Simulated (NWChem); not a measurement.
Total energies of ClNa

```xyz
2

Na     0.0000     0.0000    -1.4209
Cl     0.0000     0.0000     0.9194
```
Charge 0, spin multiplicity 1.

Program: NWChem. The geometry was optimised at B3LYP/def2-SVP, a minimum by its harmonic frequencies.

Basis set: cc-pVDZ (36 functions).

```json
[
 {"method": "RHF", "total energy (Ha)": "-621.43336"},
 {"method": "MP2", "total energy (Ha)": "-621.57541"},
 {"method": "B2PLYP", "total energy (Ha)": "-622.30089"},
 {"method": "PBE", "total energy (Ha)": "-622.25543"},
 {"method": "B3LYP", "total energy (Ha)": "-622.59331"},
 {"method": "M06-2X", "total energy (Ha)": "-622.51979"},
 {"method": "CCSD(T)", "total energy (Ha)": "-621.58940"}
]
```

Total energies of different functionals aren't comparable as a measure of quality: only differences taken within one method are. 

The correlated methods keep 6 core orbitals frozen. B3LYP has NWChem's definition, with VWN1-RPA local correlation. The structure started from a generated list of species. Coupled-cluster values serve here as a point of comparison, not as the truth.
